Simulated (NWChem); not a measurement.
**doublet C3H6O+ at 6 levels**

We compute a comparison of 6 runs (UHF/STO-3G, UHF/3-21G, UB3LYP/6-31G*, UM06-2X/6-31G*, UPBE0/6-31G*) of doublet C3H6O+. 

Program for the calculation: NWChem 7.3.0.

38 further runs of the same task are left out: 38 set aside as unsound or not needed.

### 1 The molecule

The species is C3H6O+ (10 atoms), meant as a doublet with charge +1. SMILES of the parent species: `C1COC1`. The shape is that of a PBE0-D4/def2-TZVP optimisation. That shape belongs to the parent species and isn't relaxed for this state.

Bond lengths: C1–C2 1.532 Å, C2–O3 1.434 Å, C1–C4 1.532 Å, O3–C4 1.434 Å, C1–H5 1.089 Å, C1–H6 1.089 Å, C2–H7 1.095 Å, C2–H8 1.095 Å, C4–H9 1.095 Å, C4–H10 1.095 Å. Some angles: C1–C2–O3 91.9°, C2–C1–C4 84.4°, C2–O3–C4 91.7°, C1–C4–O3 91.9°, C1–C2–H7 115.7°, C1–C2–H8 115.8°, O3–C2–H7 111.7°, O3–C2–H8 111.8°, C2–C1–H5 115.3°, C2–C1–H6 115.5°.

### 2 A single-point energy at UHF/STO-3G (run 1)

Input file run.py:

```python
from ase import Atoms
from ase.calculators.nwchem import NWChem

mol = Atoms(['C', 'C', 'O', 'C', 'H', 'H', 'H', 'H', 'H', 'H'], positions=[
    [-0.599130, 0.517750, -0.075190],
    [-0.419380, -0.997090, 0.061270],
    [1.008280, -0.871970, 0.109830],
    [0.930030, 0.555770, 0.001820],
    [-1.025190, 0.851830, -1.020120],
    [-1.121860, 1.003500, 0.747450],
    [-0.819130, -1.441330, 0.978800],
    [-0.745780, -1.595590, -0.795340],
    [1.348230, 1.052830, 0.883310],
    [1.443940, 0.924300, -0.891830],
])

calc = NWChem(
    label='run',
    theory='scf',
    memory='2200 mb',
    basis='STO-3G',
    basispar='spherical bse',
    charge=1,
    scf={'nopen': '1', 'uhf': None, 'thresh': '1e-08', 'maxiter': '80'},
    task='energy',
)
mol.calc = calc

print(f"energy = {mol.get_potential_energy():.6f} eV")
```

Started as:

```sh
$ export ASE_NWCHEM_COMMAND="nwchem PREFIX.nwi > PREFIX.nwo"
$ python run.py
```

Output:

```text
energy = -5151.274122 eV
```

The calculator wrote run.nwi:

```
title "run"

permanent_dir run

scratch_dir run

start run

geometry units angstrom nocenter noautosym noautoz
  C  -5.9913000000000005e-01 5.1775000000000004e-01 -7.5190000000000007e-02
  C  -4.1937999999999998e-01 -9.9709000000000003e-01 6.1269999999999998e-02
  O  1.0082800000000001e+00 -8.7197000000000002e-01 1.0983000000000000e-01
  C  9.3003000000000002e-01 5.5576999999999999e-01 1.8200000000000000e-03
  H  -1.0251900000000000e+00 8.5182999999999998e-01 -1.0201199999999999e+00
  H  -1.1218600000000001e+00 1.0035000000000001e+00 7.4744999999999995e-01
  H  -8.1913000000000002e-01 -1.4413300000000000e+00 9.7880000000000000e-01
  H  -7.4578000000000000e-01 -1.5955900000000001e+00 -7.9534000000000005e-01
  H  1.3482300000000000e+00 1.0528299999999999e+00 8.8331000000000004e-01
  H  1.4439400000000000e+00 9.2430000000000001e-01 -8.9183000000000001e-01
end

charge 1

memory 2200 mb

basis spherical bse noprint
   * library STO-3G
end

scf
  nopen 1
  uhf
  thresh 1e-08
  maxiter 80
end

task scf energy
```

run.nwo:

```text
Northwest Computational Chemistry Package (NWChem) 7.3.0
             --------------------------------------------------------

           Job information
           ---------------

    nwchem branch   = 7.3.0
    use scalapack   = T
    input           = run.nwi
    prefix          = run.
    data base       = run/run.db
    status          = startup
    nproc           =        1

           Memory information
           ------------------

[... 5 lines left out ...]
    hardfail = no
[... 134 lines left out ...]
 1-e energy   =    -498.339030
[... 9 lines left out ...]
 Convergence threshold     :          1.000E-08
[... 18 lines left out ...]
      One electron energy =   -503.325369403261
[... 9 lines left out ...]
          Final alpha eigenvalues
[... 227 lines left out ...]
                     UHF Final Beta Molecular Orbital Analysis
[... 222 lines left out ...]
       Multipole analysis of the density wrt the origin
       ------------------------------------------------

     L   x y z        total         alpha         beta         nuclear
     -   - - -        -----         -----         ----         -------
     0   0 0 0      1.000000    -16.000000    -15.000000     32.000000

     1   1 0 0      0.422159     -6.995399     -5.084056     12.501615
[... 8 lines of this table left out ...]
     2   0 0 2    -14.360157    -16.620615    -15.303840     17.564298

 Task  times  cpu:        1.5s     wall:        1.5s
 Total times  cpu:        1.5s     wall:        1.5s
```

It took 2.3 s on 1 thread of AMD EPYC 9B45 (Zen 5), shared host; peak memory 0.099 GiB.

### 3 The energy at UHF/3-21G (run 2)

Input file c3h6o.xyz:

```xyz
10
C3H6O
C     -0.599130     0.517750    -0.075190
C     -0.419380    -0.997090     0.061270
O      1.008280    -0.871970     0.109830
C      0.930030     0.555770     0.001820
H     -1.025190     0.851830    -1.020120
H     -1.121860     1.003500     0.747450
H     -0.819130    -1.441330     0.978800
H     -0.745780    -1.595590    -0.795340
H      1.348230     1.052830     0.883310
H      1.443940     0.924300    -0.891830
```

Input file c3h6o.nw:

```
start c3h6o
title "C3H6O"
memory 2200 mb
charge 1
geometry noautosym nocenter noautoz
   load c3h6o.xyz
end
basis spherical bse
   * library 3-21G
end
scf
   doublet
   uhf
   thresh 1e-08
   maxiter 80
end
task scf energy
```

Started as:

```sh
$ nwchem c3h6o.nw > c3h6o.out
```

Output:

```text
[...]
  functions       =    48
[...]
  wavefunction    = UHF
[...]
         Total SCF energy =   -190.528238246716
      One electron energy =   -504.723907396758
      Two electron energy =    185.421227759278
 Nuclear repulsion energy =    128.774441390765
                       Sz =      0.5000
                 Sz(Sz+1) =      0.7500
                      S^2 =      0.7618
[...]
```

Wall time 2.8 s (1 thread of AMD EPYC 9B45 (Zen 5), shared host); peak memory 0.099 GiB.

Runs 3 to 5 aren't shown in full; the table further down has their settings and results.

### 4 The energy at UB3LYP/6-31G(d) (Cartesian functions) (run 6)

Input file run.py:

```python
from ase import Atoms
from ase.calculators.nwchem import NWChem

molecule = Atoms(['C', 'C', 'O', 'C', 'H', 'H', 'H', 'H', 'H', 'H'], positions=[
    [-0.599130, 0.517750, -0.075190],
    [-0.419380, -0.997090, 0.061270],
    [1.008280, -0.871970, 0.109830],
    [0.930030, 0.555770, 0.001820],
    [-1.025190, 0.851830, -1.020120],
    [-1.121860, 1.003500, 0.747450],
    [-0.819130, -1.441330, 0.978800],
    [-0.745780, -1.595590, -0.795340],
    [1.348230, 1.052830, 0.883310],
    [1.443940, 0.924300, -0.891830],
])

calc = NWChem(
    label='m1',
    theory='dft',
    memory='2200 mb',
    basis='6-31G*',
    charge=1,
    dft={'xc': 'b3lyp', 'mult': '2', 'grid': 'xfine', 'convergence': 'energy 1e-08', 'iterations': '100', 'mulliken': None},
    task='energy',
)
molecule.calc = calc

e = molecule.get_potential_energy()
print(f"E = {e:.6f} eV")
```

Started as:

```sh
$ export ASE_NWCHEM_COMMAND="nwchem PREFIX.nwi > PREFIX.nwo"
$ python run.py
```

Output:

```text
E = -5245.264502 eV
```

The calculator wrote m1.nwi:

```
title "m1"

permanent_dir m1

scratch_dir m1

start m1

geometry units angstrom nocenter noautosym noautoz
  C  -5.9913000000000005e-01 5.1775000000000004e-01 -7.5190000000000007e-02
  C  -4.1937999999999998e-01 -9.9709000000000003e-01 6.1269999999999998e-02
  O  1.0082800000000001e+00 -8.7197000000000002e-01 1.0983000000000000e-01
  C  9.3003000000000002e-01 5.5576999999999999e-01 1.8200000000000000e-03
  H  -1.0251900000000000e+00 8.5182999999999998e-01 -1.0201199999999999e+00
  H  -1.1218600000000001e+00 1.0035000000000001e+00 7.4744999999999995e-01
  H  -8.1913000000000002e-01 -1.4413300000000000e+00 9.7880000000000000e-01
  H  -7.4578000000000000e-01 -1.5955900000000001e+00 -7.9534000000000005e-01
  H  1.3482300000000000e+00 1.0528299999999999e+00 8.8331000000000004e-01
  H  1.4439400000000000e+00 9.2430000000000001e-01 -8.9183000000000001e-01
end

charge 1

memory 2200 mb

basis noprint
   * library 6-31G*
end

dft
  xc b3lyp
  mult 2
  grid xfine
  convergence energy 1e-08
  iterations 100
  mulliken
end

task dft energy
```

m1.nwo:

```text
Northwest Computational Chemistry Package (NWChem) 7.3.0
             --------------------------------------------------------

           Job information
           ---------------

    nwchem branch   = 7.3.0
    use scalapack   = T
    input           = m1.nwi
    prefix          = m1.
    data base       = m1/m1.db
    status          = startup
    nproc           =        1

           Memory information
           ------------------

[... 5 lines left out ...]
    hardfail = no
[... 38 lines left out ...]
            Nuclear Dipole moment (a.u.)
[... 91 lines left out ...]
          Convergence on density requested:  1.00D-05
[... 27 lines left out ...]
          Convergence aids based upon iterative change in
[... 31 lines left out ...]
 2-e energy   =     179.176054
[... 66 lines left out ...]
           Coulomb energy =      212.505413317916
[... 515 lines left out ...]
                     DFT Final Beta Molecular Orbital Analysis
[... 605 lines left out ...]
     Multipole analysis of the density
     ---------------------------------

     L   x y z        total         alpha         beta         nuclear
     -   - - -        -----         -----         ----         -------
     0   0 0 0      1.000000    -16.000000    -15.000000     32.000000

     1   1 0 0      0.093310     -6.868986     -5.539318     12.501615
[... 8 lines of this table left out ...]
     2   0 0 2    -14.116788    -16.744809    -14.936277     17.564298

 Task  times  cpu:       38.4s     wall:       38.4s
 Total times  cpu:       38.4s     wall:       38.4s
```

Wall time 39 s (1 thread of AMD EPYC 9B45 (Zen 5), shared host); peak memory 0.14 GiB.

### 5 The series

```csv
run,level,iteration cap,module,energy (Eh),HOMO energy (eV),LUMO energy (eV),⟨S²⟩,wall time
1,UHF/STO-3G,80,scf,-189.305834,-19.09,-3.16,0.760,2.3 s
2,UHF/3-21G,80,scf,-190.528238,-19.49,-5.73,0.762,2.8 s
3,UB3LYP/6-31G* (spherical functions),100,dft,-192.756849,-15.43,-12.17,0.754,36 s
4,UM06-2X/6-31G* (spherical functions),100,dft,-192.654440,-17.04,-10.95,0.755,53 s
5,UPBE0/6-31G* (spherical functions),100,dft,-192.533891,-15.67,-11.87,0.755,36 s
6,UB3LYP/6-31G* (Cartesian functions),100,dft,-192.759917,-15.43,-12.17,0.754,39 s
```

### 6 Summary of results

| quantity | value |
| --- | --- |
| run 6: total energy | -192.75992 Eh |
| run 6: HOMO energy (highest over α and β) | -15.43 eV |
| run 6: LUMO energy (lowest over α and β) | -12.17 eV |
| run 6: ⟨S²⟩ | 0.754 |

**Reading.** Totals of different functionals can't be ranked against each other. In run 1 the basis is minimal, so the values are rough. All runs together took 2.8 min, the longest 53 s.
